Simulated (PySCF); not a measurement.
## Bond length, frequency and bond energy of CO by level of theory

State: ¹Σ⁺ (singlet), closed shell. Set-up: PySCF, no relativity, basis sets C 6-31G(d,p), O 6-31G(d,p). De refers to C + O in their high-spin ground configurations, without counterpoise correction. A positive dipole means C(−)O(+).

```json
{"Level": "RHF", "Re (Å)": "1.114", "ωe (cm⁻¹)": "2442", "De (eV)": "7.44", "μ (D)": "-0.26", "CPU s a point (SCF and correlation, without the integrals)": "0.022"}
{"Level": "RHF-MP2", "Re (Å)": "1.152", "ωe (cm⁻¹)": "2119", "De (eV)": "11.08", "μ (D)": "n/a", "CPU s a point (SCF and correlation, without the integrals)": "0.033"}
{"Level": "RHF-SCS-MP2", "Re (Å)": "1.149", "ωe (cm⁻¹)": "2146", "De (eV)": "10.84", "μ (D)": "n/a", "CPU s a point (SCF and correlation, without the integrals)": "n/a"}
{"Level": "RHF-CCSD", "Re (Å)": "1.143", "ωe (cm⁻¹)": "2217", "De (eV)": "10.31", "μ (D)": "n/a", "CPU s a point (SCF and correlation, without the integrals)": "n/a"}
{"Level": "RHF-CCSD(T)", "Re (Å)": "1.149", "ωe (cm⁻¹)": "2154", "De (eV)": "10.55", "μ (D)": "n/a", "CPU s a point (SCF and correlation, without the integrals)": "0.24"}
{"Level": "PBE", "Re (Å)": "1.149", "ωe (cm⁻¹)": "2126", "De (eV)": "11.62", "μ (D)": "0.17", "CPU s a point (SCF and correlation, without the integrals)": "0.34"}
{"Level": "PBEsol", "Re (Å)": "1.147", "ωe (cm⁻¹)": "2140", "De (eV)": "12.06", "μ (D)": "0.18", "CPU s a point (SCF and correlation, without the integrals)": "0.27"}
{"Level": "BLYP", "Re (Å)": "1.150", "ωe (cm⁻¹)": "2107", "De (eV)": "11.30", "μ (D)": "0.15", "CPU s a point (SCF and correlation, without the integrals)": "0.27"}
{"Level": "r²SCAN", "Re (Å)": "1.140", "ωe (cm⁻¹)": "2192", "De (eV)": "10.99", "μ (D)": "0.09", "CPU s a point (SCF and correlation, without the integrals)": "0.48"}
{"Level": "PBE0", "Re (Å)": "1.135", "ωe (cm⁻¹)": "2243", "De (eV)": "10.98", "μ (D)": "0.06", "CPU s a point (SCF and correlation, without the integrals)": "0.55"}
{"Level": "r²SCAN0", "Re (Å)": "1.130", "ωe (cm⁻¹)": "2279", "De (eV)": "10.50", "μ (D)": "0.01", "CPU s a point (SCF and correlation, without the integrals)": "0.46"}
{"Level": "CAM-B3LYP", "Re (Å)": "1.133", "ωe (cm⁻¹)": "2256", "De (eV)": "11.01", "μ (D)": "0.05", "CPU s a point (SCF and correlation, without the integrals)": "0.45"}
```

The bond length runs from 1.114 Å (RHF) to 1.152 Å (RHF-MP2). De spans 7.44 eV (RHF, mean field) to 12.06 eV (PBEsol, GGA). Correlation at CCSD(T) changes the Hartree–Fock bond energy by +3.11 eV; the triples alone change it by +0.24 eV.

Correlated steps freeze 2 core orbitals. Correlated levels converge slowly with the basis: in double zeta they bind strong bonds too weakly, by up to about 1 eV, and carry superposition errors of some tenths. Where the molecule has an RHF reference, its open-shell atoms are computed with UHF.

The whole job (state search and all levels along the bond) took about 0.78 min on 1 thread of Arm Neoverse N1 (shared host), peak memory 0.36 GiB.
